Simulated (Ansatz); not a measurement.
# H5NSi: the cost of one run

The runs use Ansatz 0.2.0, Gaussian basis; PBE-D4/pcseg-2.

## 1. Starting geometry

The start, a first-order saddle point found at PBE0-D4 in triple zeta: 7 atoms, charge 0, spin multiplicity 1.

Atoms are counted from 1 here; the program's logs count them from 0.

Bond lengths: Si1–N3 1.628 Å, Si1–H4 1.651 Å, Si1–H5 1.485 Å, Si1–H6 1.492 Å, N3–H7 1.008 Å. Angles: N3–Si1–H4 59.6°, N3–Si1–H5 120.9°, N3–Si1–H6 128.5°, H4–Si1–H5 114.8°, H4–Si1–H6 112.1°, H5–Si1–H6 108.7°, Si1–N3–H7 125.1°.

Coordinates:

```mol
H5NSi
  3D, bonds by distance, orders not assigned

  7  5  0  0  0  0  0  0  0  0999 V2000
   -0.5463   -0.1012   -0.0668 Si  0  0
    0.4939   -0.5530    1.2974 H   0  0
    0.5900    0.9225   -0.6246 N   0  0
    0.9243    0.0012    0.6759 H   0  0
   -1.6886    0.3954    0.7410 H   0  0
   -0.8494   -1.4902   -0.5206 H   0  0
    1.0762    0.8255   -1.5024 H   0  0
  1  3  8  0
  1  4  8  0
  1  5  8  0
  1  6  8  0
  3  7  8  0
M  END
```

## 2. Dynamics

The input, md/in.yaml:

```yaml
crystal:
  periodic: [false, false, false]
  atoms:
    - {symbol: Si, position_ang: [-0.546304, -0.101209, -0.066752]}
    - {symbol: H, position_ang: [0.493858, -0.552973, 1.297447]}
    - {symbol: N, position_ang: [0.590009, 0.922472, -0.624588]}
    - {symbol: H, position_ang: [0.924285, 0.001193, 0.675931]}
    - {symbol: H, position_ang: [-1.688634, 0.395420, 0.741001]}
    - {symbol: H, position_ang: [-0.849388, -1.490215, -0.520629]}
    - {symbol: H, position_ang: [1.076174, 0.825512, -1.502410]}
basis:
  gaussian: {orbitals: pcseg-2}
hamiltonian: {xc: pbe, dispersion: d4}
md: {n_steps: 80, timestep: 0.5, temperature: 1500, ensemble: nve, seed: 153, initial_velocities: maxwell_boltzmann}
```

Run with:

```sh
$ ansatz run in.yaml --threads 2 --pin off --events-out ev --progress --plain --max-ram 4352MiB
```

**Question.** How long does this run take on 2 threads of Intel Xeon Platinum 8375C at 2.90GHz, shared host?

About 2.4 min.
